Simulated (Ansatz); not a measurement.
Process, species as SMILES: ClCCl → [CH2]Cl (CH2-Cl) + Cl atom
B3LYP-D3(BJ)/def2-TZVP geometries, fixed; electronic energies without zero-point terms.
Largest species:
```xyz
5

C      0.0039     0.0052     0.7673
Cl    -0.0175     1.4825    -0.2263
Cl     0.0153    -1.4855    -0.2061
H     -0.8904    -0.0005     1.3784
H      0.9045     0.0193     1.3690
```
Charge 0, spin multiplicity 1.

The bond dissociation energy at MP2 with Ansatz (an electronic-structure program), in kcal/mol, split into its Hartree-Fock and correlation parts. Cores are frozen. Open shells are unrestricted. No added dispersion term, no relativity. Functions are those of the species that has most.

| basis | X | functions | Hartree-Fock | MP2 |
|---|---|---|---|---|
| aug-cc-pV(D+d)Z | 2 | 105 | 48.50 | 82.57 |
| aug-cc-pV(T+d)Z | 3 | 202 | 48.56 | 86.90 |
| aug-cc-pV(Q+d)Z | 4 | 350 | 48.52 | 88.24 |

Worked estimate of the basis-set limit from each neighbouring pair, with Hartree-Fock from the larger set and the correlation part extrapolated as X^-3.
Correlation parts: X = 2: 34.07, X = 3: 38.34, X = 4: 39.72.
- (2,3): (27·(38.34) - 8·(34.07))/19 = 40.14; with Hartree-Fock 48.56 the estimate is 88.70 kcal/mol.
- (3,4): (64·(39.72) - 27·(38.34))/37 = 40.73; with Hartree-Fock 48.52 the estimate is 89.25 kcal/mol.
The last two estimates differ by 0.55 kcal/mol; the largest set lies 1.01 from the last. Over the last step Hartree-Fock moves by -0.04 and the correlation part by 1.38.
